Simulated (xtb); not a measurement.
C₂H₆O, SMILES O(C)C. All values are semi-empirical tight-binding results from xtb (GFN2-xTB unless named), good for trends rather than for accurate numbers. Geometry: GFN2-xTB.

```yaml
point_group_as_xtb_finds_it: C2v
orbital_gap: 12.32 eV
dipole_moment: 1.58 D
zero_point_energy: 48.5 kcal/mol
G − E(el) at 298.15 K (modified RRHO): 33.0 kcal/mol
static polarisability (D4 model): 33.6 bohr³
solvation energy, GFN2-xTB/ALPB(water): -1.2 kcal/mol
solvation energy, GFN2-xTB/ALPB(hexane): -2.3 kcal/mol
```

Problem. Give the IR lines (harmonic; lines under 4 % of the strongest left out, lines within 3 cm⁻¹ merged). (The exact figures need the calculation; the answer reports its results.)

Solution. ν (cm⁻¹): 247 (w), 958 (m), 1078 (w), 1130 (s), 1152 (w), 1227 (w), 1473 (w), 1488 (w), 2889 (vs), 2910 (m), 2917 (s), 3032 (m) (against the strongest line: vs over 80 %, s over 45 %, m over 15 %, w over 4 %, vw less)
